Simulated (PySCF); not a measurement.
Atom-mapped SMILES (the numbers label the heavy atoms): `[CH2:1]=[C:2]1[CH:3]=[C:4]1[CH3:5]`; H(Xn) means a hydrogen on atom n. Ha(C1) is cis to C3; Hb(C1) is trans to C3.

Geometry: GFN2-xTB; GIAO shifts from PySCF 2.14.0 with density-fitted response routines, gas phase, non-relativistic, averaged over equivalent atoms.

At revPBE/pcSseg-1 (115 basis functions, 15 s wall time on 1 thread of an Arm Neoverse N1, shared host):
| atoms | δ (ppm) |
| --- | --- |
| C4 | 148.9 |
| C3 | 130.7 |
| C2 | 124.1 |
| C1 | 60.7 |
| C5 | 14.4 |
| H(C3) | 7.64 |
| Hb(C1) | 3.84 |
| Ha(C1) | 3.81 |
| H(C5) | 2.40 |

Referencing at the same level of theory: TMS for 13C (σref 182.71) and 1H (σref 31.77).

Q: Estimate the result of repeating the calculation with BHandHLYP/def2-SVPD.

A: 
```csv
atoms,δ at BHandHLYP/def2-SVPD,change
C4,141.4,-7.5
C3,121.0,-9.7
C2,121.2,-2.9
C1,52.7,-8.0
C5,9.5,-4.9
H(C3),7.57,-0.07
Hb(C1),3.54,-0.30
Ha(C1),3.53,-0.28
H(C5),2.43,+0.03
```

δ = σ(ref) − σ, references computed at the same level: 13C (194.06 ppm), 1H (32.08 ppm) vs TMS.

The largest change is at C3 (alkene CH). Cost: 148 basis functions, 30 s wall time on 1 thread of an Arm Neoverse N1, shared host. The order of the carbon signals changes between the two levels.
